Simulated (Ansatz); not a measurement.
Here is an Ansatz input file for CH3O (charge -1), SMILES C[O-]. Write the same calculation for the Python package.

```yaml
crystal:
  periodic: [false, false, false]
  atoms:
    - { symbol: C, position_ang: [0.03316, -0.0266, -0.0081] }
    - { symbol: O, position_ang: [1.02177, -0.82433, -0.25066] }
    - { symbol: H, position_ang: [-1.02276, -0.49108, -0.10185] }
    - { symbol: H, position_ang: [-0.04155, 0.90457, -0.69124] }
    - { symbol: H, position_ang: [0.00937, 0.43745, 1.05184] }
accuracy: high
basis:
  gaussian:
    orbitals: cc-pVDZ
total_charge: -1.0
correlation:
  method: sc_nevpt2
  active_space:
    window:
      electrons: 2
      orbitals: 3
scf:
  lower_state_search: standard
```

Script `cas_ch3o.py`:
```python
"""Static correlation in CH3O(-): natural occupations of an active space."""

import ansatz as az

system = (
    az.Crystal.molecule()
    .atom("C", [0.03316, -0.0266, -0.0081])
    .atom("O", [1.02177, -0.82433, -0.25066])
    .atom("H", [-1.02276, -0.49108, -0.10185])
    .atom("H", [-0.04155, 0.90457, -0.69124])
    .atom("H", [0.00937, 0.43745, 1.05184])
)

job = (
    system.calculation()
    .basis(gaussian="cc-pVDZ")
    .charge(-1)
    .accuracy("high")
    .scf(lower_state_search="standard")
    .correlation(active_electrons=2, active_orbitals=3)
)
for method in ["sc_nevpt2"]:
    report = (job if method is None else job.correlation(method)).run(threads=1, pin="off").report
    space = report["configurations"]
    state = space["states"][0]
    print(method or "casscf", f"total {report['free_energy_ev'] / 27.211386246:.6f} Ha, active-space state {state['energy']['hartree']:.6f} Ha, mean field {report['reference_energy_ev'] / 27.211386246:.6f} Ha")
    print("  determinants", state["n_determinants"], " natural occupations", [round(n, 3) for n in space["natural_occupations"]])
```

Output of `python cas_ch3o.py`:
```text
sc_nevpt2 total -114.735327 Ha, active-space state -114.415533 Ha, mean field -114.393226 Ha
  determinants 9  natural occupations [1.973, 0.022, 0.005]
```

Caveats:
- These settings explore the input space; basis and method may be short of convergence.
- The geometry is a force-field or estimated start, not a minimum of this method, and the basis set is short of its limit. The active space starts as a window about the frontier orbitals and is then optimised, not chosen by chemistry.
- Anions want diffuse functions, which this basis lacks.
- Run time: 2.4 s on 1 thread of Arm Neoverse V2 (shared host), peak memory 0.16 GiB.

(Lines on the test bed's own set-up are left out of the output.)
